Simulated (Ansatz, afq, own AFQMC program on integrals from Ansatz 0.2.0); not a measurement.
**N₂H₃ (doublet): AFQMC on the coupled-cluster ladder at distance N1–N2 = 3.658 Å, cc-pVDZ**

How near does AFQMC come to the top of the ladder for N₂H₃ (doublet)?

Method: cc-pVDZ, frozen cores; program: Ansatz 0.2.0, Gaussian basis, and an in-house AFQMC program (afq) on its integrals; all values are calculated.

To be run: PBE (unrestricted); r2SCAN (unrestricted); PBE0 (unrestricted); B3LYP (unrestricted); wB97M-V (unrestricted); B2PLYP (unrestricted); CCSD(T) on UHF; Phaseless AFQMC, CISD trial on UHF.

### 1 The geometry

The geometry derives from a PBE0/def2-TZVP stationary point (not a proven minimum). One bond is set to the value named and the two fragments are kept rigid.

5 atoms, charge 0, spin multiplicity 2.

Atoms are counted from 1 here; the program's logs count them from 0.

Bond lengths: N1–H3 1.012 Å, N1–H4 1.007 Å, N2–H5 1.021 Å. Angles: H3–N1–H4 114.6°.

### 2 PBE (unrestricted)

Contents of in.yaml:

```yaml
crystal:
  periodic: [false, false, false]
  atoms:
    - {symbol: N, position_ang: [-0.139463, -0.200683, 1.731816]}
    - {symbol: N, position_ang: [0.118618, 0.280370, -1.885219]}
    - {symbol: H, position_ang: [0.134142, -1.075311, 2.160242]}
    - {symbol: H, position_ang: [0.087368, 0.619887, 2.270468]}
    - {symbol: H, position_ang: [0.068155, -0.651943, -2.298965]}
basis:
  gaussian: {orbitals: cc-pVDZ}
magnetization: {spin_polarized: true, initial_magnetization: 1}
hamiltonian: {xc: {name: PBE}}
output: {orbitals: {seedname: orbitals}}
```

Run with:

```sh
$ ansatz run in.yaml --threads 1 --pin off --events-out ev --progress --plain --max-ram 1843MiB
```

The log of the run:

```text
Functional definition: PBE
  name "PBE"
  cite "Perdew, Burke & Ernzerhof, Phys. Rev. Lett. 77, 3865 (1996) doi:10.1103/PhysRevLett.77.3865"
  parent pbe
  parameter kappa = 0.804
  parameter beta = 0.06672455060314922
  exchange = pbe_x(kappa = kappa, mu = beta*pi^2/3)
  correlation = pbe_c(beta = beta)
570 factors; their error is unknown
mean field evaluation 1: about -2997.2623 eV, gradient 5.2e1 eV
mean field evaluation 2: about -2776.4257 eV, gradient 1.3e2 eV
mean field evaluation 4: about -3004.6622 eV, gradient 3.1e1 eV
mean field evaluation 8: about -3004.6614 eV, gradient 3.1e1 eV
mean field evaluation 16: about -3018.9874 eV, gradient 7.3e-4 eV
mean field evaluation 32: about -3018.9874 eV, gradient 1.5e-4 eV
mean field evaluation 64: about -3018.3819 eV, gradient 1.6e-2 eV
mean field -3018.98743132 eV, -110.9457417577 hartree, gradient 1.4e-5 eV, S^2 1.753821; 4 other end points of the search recorded, 0 dependent functions left out
reference -3018.98745890 eV, -110.9457427715 hartree; 9, 8 occupied and 34, 35 virtual orbitals, 570 factors
Total energy: -3018.98745890 eV, -110.9457427715 hartree
```

Run time: 4.7 s. Hardware: 1 thread of Arm Neoverse V2, shared host.

From the report: ⟨S²⟩ of the determinant 1.754 (pure doublet: 0.75). The determinant is far from a pure spin state, so its energy mixes those of several spin states (harmless only where they are near-degenerate, as at dissociation).

### 3 r2SCAN (unrestricted)

Changes to in.yaml since step 2:

```diff
@@ -11,3 +11,2 @@
 magnetization: {spin_polarized: true, initial_magnetization: 1}
-hamiltonian: {xc: {name: PBE}}
-output: {orbitals: {seedname: orbitals}}
+hamiltonian: {xc: {name: r2SCAN}}
```

Launched as before.

The log of the run, shortened:

```text
Functional definition: r2SCAN
  name "r2SCAN"
  cite "Furness, Kaplan, Ning, Perdew & Sun, J. Phys. Chem. Lett. 11, 8208 (2020) doi:10.1021/acs.jpclett.0c02405"
  cite "Furness, Kaplan, Ning, Perdew & Sun, J. Phys. Chem. Lett. 11, 9248 (2020) doi:10.1021/acs.jpclett.0c03077"
  parent r2scan
[...]
570 factors; their error is unknown
[...]
mean field -3021.43953157 eV, -111.0358547801 hartree, gradient 1.8e-5 eV, S^2 1.760076; 4 other end points of the search recorded, 0 dependent functions left out
reference -3021.43953970 eV, -111.0358550785 hartree; 9, 8 occupied and 34, 35 virtual orbitals, 570 factors
Total energy: -3021.43953970 eV, -111.0358550785 hartree
```

Run time: 16 s. Hardware: 1 thread of Arm Neoverse V2, shared host.

From the report: ⟨S²⟩ of the determinant 1.760 (pure doublet: 0.75). The determinant is far from a pure spin state, so its energy mixes those of several spin states (harmless only where they are near-degenerate, as at dissociation).

### 4 PBE0 (unrestricted)

Changes to in.yaml since step 3:

```diff
@@ -11,2 +11,3 @@
 magnetization: {spin_polarized: true, initial_magnetization: 1}
-hamiltonian: {xc: {name: r2SCAN}}
+hamiltonian: {xc: {name: PBE0}}
+output: {orbitals: {seedname: orbitals}}
```

Same command.

The log of the run, shortened:

```text
Functional definition: PBE0
  name "PBE0"
  cite "Adamo & Barone, J. Chem. Phys. 110, 6158 (1999) doi:10.1063/1.478522"
  cite "Perdew, Burke & Ernzerhof, Phys. Rev. Lett. 77, 3865 (1996) doi:10.1103/PhysRevLett.77.3865"
  parent pbe
[...]
405 factors; integrals over basis functions are off by at most 1.4e-3 eV
[...]
mean field -3019.54787105 eV, -110.9663375379 hartree, gradient 8.2e-5 eV, S^2 1.757333; 4 other end points of the search recorded, 0 dependent functions left out
reference -3019.54789046 eV, -110.9663382513 hartree; 9, 8 occupied and 34, 35 virtual orbitals, 405 factors
Total energy: -3019.54789046 eV, -110.9663382513 hartree
```

Wall time 4.8 s (1 thread of Arm Neoverse V2, shared host).

From the report: ⟨S²⟩ of the determinant 1.757 (pure doublet: 0.75). The determinant is far from a pure spin state, so its energy mixes those of several spin states (harmless only where they are near-degenerate, as at dissociation).

### 5 B3LYP (unrestricted)

Changes to in.yaml since step 4:

```diff
@@ -11,3 +11,2 @@
 magnetization: {spin_polarized: true, initial_magnetization: 1}
-hamiltonian: {xc: {name: PBE0}}
-output: {orbitals: {seedname: orbitals}}
+hamiltonian: {xc: {name: B3LYP}}
```

The command is unchanged.

The log of the run, shortened:

```text
Functional definition: B3LYP
  name "B3LYP"
  cite "Stephens, Devlin, Chabalowski & Frisch, J. Phys. Chem. 98, 11623 (1994) doi:10.1021/j100096a001"
  cite "Becke, Phys. Rev. A 38, 3098 (1988) doi:10.1103/PhysRevA.38.3098"
  cite "Lee, Yang & Parr, Phys. Rev. B 37, 785 (1988) doi:10.1103/PhysRevB.37.785"
  cite "Vosko, Wilk & Nusair, Can. J. Phys. 58, 1200 (1980) doi:10.1139/p80-159"
[...]
405 factors; integrals over basis functions are off by at most 1.4e-3 eV
[...]
mean field -3023.05346010 eV, -111.0951655593 hartree, gradient 2.1e-5 eV, S^2 1.755954; 4 other end points of the search recorded, 0 dependent functions left out
reference -3023.05365679 eV, -111.0951727877 hartree; 9, 8 occupied and 34, 35 virtual orbitals, 405 factors
Total energy: -3023.05365679 eV, -111.0951727877 hartree
```

Run time: 6 s. Hardware: 1 thread of Arm Neoverse V2, shared host.

From the report: ⟨S²⟩ of the determinant 1.756 (pure doublet: 0.75). The determinant is far from a pure spin state, so its energy mixes those of several spin states (harmless only where they are near-degenerate, as at dissociation).

### 6 wB97M-V (unrestricted)

Changes to in.yaml since step 5:

```diff
@@ -11,2 +11,3 @@
 magnetization: {spin_polarized: true, initial_magnetization: 1}
-hamiltonian: {xc: {name: B3LYP}}
+hamiltonian: {xc: {name: wB97M-V}}
+output: {orbitals: {seedname: orbitals}}
```

Launched as before.

The log of the run, shortened:

```text
Functional definition: wB97M-V
  name "wB97M-V"
  cite "Mardirossian & Head-Gordon, J. Chem. Phys. 144, 214110 (2016) doi:10.1063/1.4952647"
  cite "Becke, J. Chem. Phys. 107, 8554 (1997) doi:10.1063/1.475007"
  cite "Vydrov & Van Voorhis, J. Chem. Phys. 133, 244103 (2010) doi:10.1063/1.3521275"
  # Of w^i u^j: cxij and so on, Table III.
[...]
  gx(w, u) = 1 - cx + cx01*u + cx10*w
  gss(w, u) = css00 + css04*u^4 + css10*w + css20*w^2 + css43*w^4*u^3
  gos(w, u) = cos00 + cos10*w + (cos20 + cos21*u)*w^2 + (cos60 + cos61*u)*w^6
[...]
      + integral(e_c_pw_mod_opposite_spin*gos(b97_w_opposite, b97_u_opposite)) + vv10(b, c)
405 factors; integrals over basis functions are off by at most 1.4e-3 eV
120 factors; integrals over basis functions are off by at most 1.0e-5 eV
[...]
mean field -3021.55595696 eV, -111.0401333339 hartree, gradient 1.9e-5 eV, S^2 1.756849; 4 other end points of the search recorded, 0 dependent functions left out
reference -3021.55598708 eV, -111.0401344411 hartree; 9, 8 occupied and 34, 35 virtual orbitals, 405 factors
Total energy: -3021.55598708 eV, -111.0401344411 hartree
```

Run time: 23 s. Hardware: 1 thread of Arm Neoverse V2, shared host.

From the report: ⟨S²⟩ of the determinant 1.757 (pure doublet: 0.75). The determinant is far from a pure spin state, so its energy mixes those of several spin states (harmless only where they are near-degenerate, as at dissociation).

### 7 B2PLYP (unrestricted)

Changes to in.yaml since step 6:

```diff
@@ -11,3 +11,3 @@
 magnetization: {spin_polarized: true, initial_magnetization: 1}
-hamiltonian: {xc: {name: wB97M-V}}
-output: {orbitals: {seedname: orbitals}}
+hamiltonian: {xc: {name: B2PLYP}}
+correlation: {electrons: outside_noble_gas}
```

The command is unchanged.

The log of the run, shortened:

```text
Functional definition: B2PLYP
  name "B2PLYP"
  cite "Grimme, J. Chem. Phys. 124, 034108 (2006) doi:10.1063/1.2148954"
  cite "Becke, Phys. Rev. A 38, 3098 (1988) doi:10.1103/PhysRevA.38.3098"
  cite "Lee, Yang & Parr, Phys. Rev. B 37, 785 (1988) doi:10.1103/PhysRevB.37.785"
[...]
405 factors; integrals over basis functions are off by at most 1.4e-3 eV
[...]
mean field -3017.90413228 eV, -110.9059312523 hartree, gradient 3.0e-6 eV, S^2 1.760644; 4 other end points of the search recorded, 0 dependent functions left out
2 core orbitals not correlated: weight in the atoms' cores, before any rotation towards them, 1.000 or more for the frozen orbitals, at most 0.000 for the correlated occupied ones
reference -3017.90425309 eV, -110.9059356920 hartree; 7, 6 occupied and 34, 35 virtual orbitals, 405 factors
second order -8.05155082 eV of doubles, -0.00000000 eV of singles
Total energy: -3020.07817181 eV, -110.9858257315 hartree
```

Run time: 5.5 s. Hardware: 1 thread of Arm Neoverse V2, shared host.

From the report: ⟨S²⟩ of the determinant 1.761 (pure doublet: 0.75). The determinant is far from a pure spin state, so its energy mixes those of several spin states (harmless only where they are near-degenerate, as at dissociation).

### 8 CCSD(T) on UHF

Changes to in.yaml since step 7:

```diff
@@ -11,3 +11,2 @@
 magnetization: {spin_polarized: true, initial_magnetization: 1}
-hamiltonian: {xc: {name: B2PLYP}}
-correlation: {electrons: outside_noble_gas}
+correlation: {method: ccsd_t, electrons: outside_noble_gas, hamiltonian_folder: ham}
```

Same command.

The log of the run, shortened:

```text
Functional definition: HF
  name "HF"
  cite "Fock, Z. Phys. 61, 126 (1930) doi:10.1007/BF01340294"
  parent pbe
[...]
405 factors; integrals over basis functions are off by at most 1.4e-3 eV
[...]
mean field -3007.67046749 eV, -110.5298510079 hartree, gradient 2.5e-6 eV, S^2 1.770627; 25 other end points of the search recorded, 0 dependent functions left out
determinant -3007.67046749 eV, -110.5298510079 hartree, with singles and doubles -3015.41281966 eV, -110.8143772024 hartree
determinant -3006.77074983 eV, -110.4967869939 hartree, with singles and doubles -3014.78635587 eV, -110.7913550826 hartree
determinant -3006.77066400 eV, -110.4967838397 hartree, with singles and doubles -3014.78566195 eV, -110.7913295817 hartree
determinant -3006.77053219 eV, -110.4967789957 hartree, with singles and doubles -3014.78876353 eV, -110.7914435624 hartree
[...]
determinant -3004.75794056 eV, -110.4228176177 hartree, with singles and doubles -3013.18751629 eV, -110.7325988119 hartree
determinant -3004.66505302 eV, -110.4194040634 hartree, with singles and doubles -3013.11974305 eV, -110.7301081913 hartree
determinant -3000.52983028 eV, -110.2674374308 hartree, with singles and doubles -3012.86330578 eV, -110.7206842955 hartree
2 core orbitals not correlated: weight in the atoms' cores, before any rotation towards them, 1.000 or more for the frozen orbitals, at most 0.000 for the correlated occupied ones
reference -3007.67046749 eV, -110.5298510079 hartree; 7, 6 occupied and 34, 35 virtual orbitals, 405 factors
second order -6.69324795 eV of doubles, -0.00000000 eV of singles
cycle   1  -7.74245382 eV  change   -1.0e-4 eV  update   3.6e-4
[...]
cycle   7  -7.74264287 eV  change    6.0e-6 eV  update   8.5e-6
perturbative correction -0.10894898 eV, -0.0040038010 hartree
Total energy: -3015.52205933 eV, -110.8183916862 hartree
```

Run time: 9 s. Hardware: 1 thread of Arm Neoverse V2, shared host.

From the report: ⟨S²⟩ of the determinant 1.771 (pure doublet: 0.75); correlation -7.8516 eV; T1 0.007; largest double amplitude 0.03. The determinant is far from a pure spin state, so its energy mixes those of several spin states (harmless only where they are near-degenerate, as at dissociation).

This run also writes the integrals to the folder ham.

### 9 Phaseless AFQMC, CISD trial on UHF

It reads the integrals that the CCSD(T) run on this determinant wrote.

Run with:

```sh
$ afq ham --method phaseless --trial cisd --walkers 60 --populations 1 --least-time 40 --time-step 0.005 --steps-per-block 50 --equilibration-blocks 40 --max-blocks 300 --target-error 0.00086 --factor-cut 1e-05 --start spin_pure --seed 9830 --release-times 0.24,0.51,0.99,1.62,2.4 --release-step 0.03 --release-every 4 --taylor-order 6
```

The log of the run:

```text
orbitals 41  electrons 7 6  factors 287 of 405
reference energy -110.52985101 Eh
CCSD correlation -0.28453672 Eh in 14 cycles, weight of the determinant in the CISD state 0.9082
energy of the start -110.812790 Eh
 block  time / (1/Eh)  mean weight  energy / Eh
     1     0.250  1.0003  -110.809581
     2     0.500  0.9990  -110.815141
     3     0.750  1.0015  -110.819556
     4     1.000  1.0000  -110.822214
     5     1.250  1.0024  -110.818974
     6     1.500  1.0012  -110.824442
     7     1.750  0.9984  -110.818713
     8     2.000  1.0027  -110.816119
     9     2.250  1.0010  -110.817422
    10     2.500  0.9995  -110.820614
    11     2.750  1.0004  -110.816359
    16     4.000  1.0012  -110.818152
    21     5.250  1.0022  -110.822979
    26     6.500  0.9974  -110.819305
    31     7.750  1.0015  -110.821604
    36     9.000  0.9982  -110.813844
    41    10.250  1.0014  -110.815595
    46    11.500  0.9994  -110.816525
    51    12.750  1.0021  -110.818578
    56    14.000  1.0025  -110.814319
    61    15.250  1.0009  -110.819369
    66    16.500  1.0001  -110.818983
    71    17.750  0.9995  -110.822119
    76    19.000  0.9970  -110.815866
    81    20.250  1.0005  -110.820468
    86    21.500  0.9966  -110.818764
    91    22.750  1.0005  -110.819305
    96    24.000  0.9993  -110.814659
   101    25.250  1.0011  -110.816901
   106    26.500  0.9991  -110.816743
   111    27.750  1.0009  -110.816969
   116    29.000  0.9993  -110.818524
   121    30.250  1.0022  -110.819920
   126    31.500  0.9994  -110.819541
   131    32.750  1.0005  -110.814503
   136    34.000  0.9978  -110.821104
   141    35.250  1.0036  -110.817690
   146    36.500  1.0016  -110.815262
   151    37.750  1.0017  -110.820555
   156    39.000  1.0003  -110.815782
   161    40.250  0.9998  -110.819297
   166    41.500  1.0015  -110.815850
   171    42.750  1.0023  -110.821573
   176    44.000  1.0028  -110.817675
   181    45.250  0.9964  -110.814845
   186    46.500  1.0004  -110.821663
   191    47.750  0.9999  -110.820552
   196    49.000  1.0018  -110.818834
blocks merged  error / Eh  count
     1  0.000250  160
     2  0.000306  80
     4  0.000356  40
     8  0.000419  20
    16  0.000516  10
released: time / (1/Eh)  energy / Eh  error  mean overlap
  0.24  -110.818624  0.000401  0.9923
  0.51  -110.819119  0.000341  1.0097
  0.99  -110.819564  0.000372  0.9727
  1.62  -110.820426  0.000646  0.9553
  2.40  -110.818146  0.000562  0.9943
energy -110.818580 +/- 0.000419 Eh
```

Wall time 5.4 min (1 thread of Arm Neoverse V2, shared host); peak memory 0.33 GiB.

Energy -3015.5272 ± 0.0114 eV. Caveats: constraint bias not in the error. The error still grows with block length (0.0097 to 0.0140 eV), so the bar may be too small.

### 10 All levels side by side

On the UHF determinant, counted from CCSD(T) (a yardstick, not exact):

```csv
level,energy (eV),from CCSD(T) (kJ/mol),statistical error (kJ/mol),time
HF,-3007.6705,+757.6,,
MP2,-3014.3637,+111.8,,
CCSD,-3015.4131,+10.5,,
CCSD(T),-3015.5221,0.0,,
"Phaseless AFQMC, CISD trial, step 0.005, 60 walkers",-3015.5272,-0.5,1.1,5.4 min
```

The functionals' totals stand on their own zeros and serve differences with other points: PBE -3018.987 eV; r2SCAN -3021.440 eV; PBE0 -3019.548 eV; B3LYP -3023.054 eV; wB97M-V -3021.556 eV; B2PLYP -3020.078 eV.

### 11 Summary of results

| quantity | value |
| --- | --- |
| Phaseless AFQMC, CISD trial on UHF from CCSD(T) | -0.5 ± 1.1 kJ/mol |

On UHF the phaseless walk with the CISD trial lies -0.5 kJ/mol from CCSD(T), within three error bars. Error bars are statistical and leave out the constraint, the time step and what remains of the start.
